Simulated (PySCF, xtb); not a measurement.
carbon disulfide (CS₂), SMILES S=C=S.

GFN2-xTB run with xtb at its own geometry gives an orbital gap of 3.24 eV and a dipole moment of 0.00 D.

Geometry optimised at PBE0-D3(BJ)/def2-TZVP.

**Question.** What does ωB97X/def2-TZVPD in PySCF give? (An estimate is asked for; the answer gives what the named calculation found.)

**Answer.** gap 9.92 eV (levels -9.96 and -0.05 eV), dipole 0.00 D.
